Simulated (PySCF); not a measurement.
The isolated species `C[NH2+]COC` is ionised with Mg Kα (hν = 1253.6 eV). Calculated photoelectron kinetic energies of its computed core levels, recoil neglected:

| line | kinetic energy (eV) |
| --- | --- |
| 1 | 957.10 |
| 2 | 955.75 |
| 3 | 954.63 |
| 4 | 839.22 |
| 5 | 709.94 |

Theory: PySCF, delta-SCF UKS SCAN, pcX-2 on the ionised atom, pcseg-1 elsewhere, spin-free X2C.

Question: Convert to binding energies and name the level and atom behind each line. Numbering: `[CH3:1][NH2+:2][CH2:3][O:4][CH3:5]`.

Answer: Against the vacuum level, binding energy = hν − kinetic energy.

```
line  binding energy (eV)  level  atoms                 environment
   1               296.50   C 1s     C5              methoxy carbon
   2               297.85   C 1s     C1             N-methyl carbon
   3               298.97   C 1s     C3  sp3 carbon bound to oxygen
   4               414.38   N 1s     N2           ammonium nitrogen
   5               543.66   O 1s     O4                ether oxygen
```

Question: Where does line 3 move with hν = 1486.6 eV?

Answer: To 1486.6 − 298.97 = 1187.63 eV; every photoline shifts by the change in photon energy, +233.0 eV.

Lowest listed C 1s: C5, bonded to O and 3 H. Highest, 2.47 eV above it: C3, bonded to O, N and 2 H. Summing the Pauling electronegativity differences to the bonded atoms, each weighted by its formal bond order, gives -0.16 for the lowest site and +0.68 for the highest; no listed site has a larger sum than the highest. The smallest sum, -0.56, belongs to C1, 1.35 eV above the lowest.

Question: Which photon wavelength matches the C 1s of C3 threshold?

Answer: λ = hc/E = 12398.42 eV Å / 298.97 eV = 41.470 Å.

Other core shells, valence and Auger electrons aren't listed. The species carries charge +1, so core ionisation leaves charge +2. Isolated species at its GFN2-xTB geometry (one conformer only).

Hardware: one thread, Arm Neoverse V2, no GPU (shared host). Cost: 53 s of wall time.

The values belong to the conformer `[CH3:1][NH2+:2][CH2:3][O:4][CH3:5]`: C1–N2–C3–O4 180°, N2–C3–O4–C5 180°.
